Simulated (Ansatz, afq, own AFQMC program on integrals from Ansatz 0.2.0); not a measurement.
Two steps: Ansatz 0.2.0 writes the Fock matrix and Cholesky factors of the valence space, and afq projects on them the lowest state that overlaps trial and start.

```yaml
crystal:
  periodic: [false, false, false]
  atoms:
    - {symbol: B, position_ang: [0.000000, 0.000000, -1.467200]}
    - {symbol: N, position_ang: [0.000000, 0.000000, -0.205200]}
    - {symbol: Ga, position_ang: [0.000000, 0.000000, 1.672400]}
basis:
  gaussian: {orbitals: cc-pVDZ}
magnetization: {spin_polarized: true, initial_magnetization: 1}
correlation: {method: ccsd_t, electrons: outside_noble_gas, hamiltonian_folder: ham}
```

```sh
$ ansatz run in.yaml --threads 1 --pin off --events-out ev --progress --plain --max-ram 1843MiB
```

Options of the walk:

```
--method phaseless --trial cisd --walkers 60 --populations 1 --least-time 40 --time-step 0.005 --steps-per-block 50 --equilibration-blocks 28 --max-blocks 300 --target-error 0.0004 --factor-cut 1e-05 --start spin_pure --seed 6750 --release-times 0.24,0.51,0.99,1.62,2.4 --release-step 0.03 --release-every 4 --taylor-order 6
```

Times are imaginary, in 1/Eh. The walk had a cap of 1475 s. Filled inner d shells are frozen with the cores.

```
orbitals 39  electrons 6 5  factors 300 of 593
reference energy -2002.32889221 Eh
CCSD correlation -0.27307138 Eh in 16 cycles, weight of the determinant in the CISD state 0.8463
energy of the start -2002.598253 Eh
 block  time / (1/Eh)  mean weight  energy / Eh
     1     0.250  0.9979  -2002.597770
     2     0.500  0.9993  -2002.600288
     3     0.750  1.0022  -2002.603229
     4     1.000  1.0011  -2002.606870
     5     1.250  1.0010  -2002.608130
     7     1.750  1.0006  -2002.609228
     9     2.250  1.0002  -2002.617060
    17     4.250  0.9944  -2002.609762
    33     8.250  0.9993  -2002.604763
    49    12.250  1.0027  -2002.613388
    65    16.250  0.9990  -2002.611081
    81    20.250  1.0033  -2002.618014
    97    24.250  0.9989  -2002.611579
   113    28.250  0.9998  -2002.616290
   129    32.250  1.0019  -2002.610942
   145    36.250  1.0014  -2002.628822
   153    38.250  0.9997  -2002.600880
   161    40.250  1.0016  -2002.614861
   177    44.250  1.0004  -2002.609638
   193    48.250  0.9993  -2002.628415
   209    52.250  0.9984  -2002.609076
   225    56.250  0.9996  -2002.617677
   241    60.250  1.0026  -2002.619922
   257    64.250  0.9989  -2002.623567
   273    68.250  1.0010  -2002.611012
   289    72.250  1.0010  -2002.622502
   305    76.250  1.0026  -2002.615034
   313    78.250  1.0008  -2002.639447
   321    80.250  1.0000  -2002.615011
blocks merged  error / Eh  count
     1  0.000447  300
     2  0.000529  150
     4  0.000612  75
     8  0.000655  37
    16  0.000779  18
    32  0.000876  9
released: time / (1/Eh)  energy / Eh  error  mean overlap
  0.24  -2002.615405  0.000763  0.9986
  0.51  -2002.616107  0.000931  0.9903
  0.99  -2002.616799  0.000909  0.9796
  1.62  -2002.617854  0.000931  0.9509
  2.40  -2002.616511  0.001434  0.9544
energy -2002.614410 +/- 0.000779 Eh
(rows thinned)
```

Estimate how long the walk took on 1 thread of Arm Neoverse V1, with other jobs on the host.

8.8 min of wall time.

The run passed its tests (sampling time, drift between the halves within three errors, error under three times the target), which doesn't prove that it has relaxed. The second half of the sampling lies below the first by 1.9 errors of their difference, so the energy may still be moving and its error bar be too small.

Against this walk (error 21.2 meV) on the same determinant: CCSD(T) 2.0 meV higher (within the noise), CCSDT(Q) 64.8 meV lower. The error is statistical and leaves out the bias of the constraint. Released to 2.40 1/Eh the energy moves by -57 ± 44 meV (both errors), within twice the noise. CCSDT(Q) is the surest value here, so the walk's 65 meV above it is most likely the bias of the constraint with this trial, which can have either sign.

Cautions: constraint bias not in the error; error above the target (21.2 against 10.9 meV); no relativity below Rb; no spin-orbit coupling; inner d shell frozen; unrestricted determinant slightly spin contaminated (⟨S²⟩ 0.83 against 0.75).

CCSDT and higher add their correlation energy to the determinant of the CCSD(T) run, since their own runs factorise the integrals more tightly (a shift of under 2 meV). A walk keeps the symmetry of its determinant, which the program's search chose and which needn't be the lowest solution, so a lower state of the same spin and another symmetry isn't excluded.
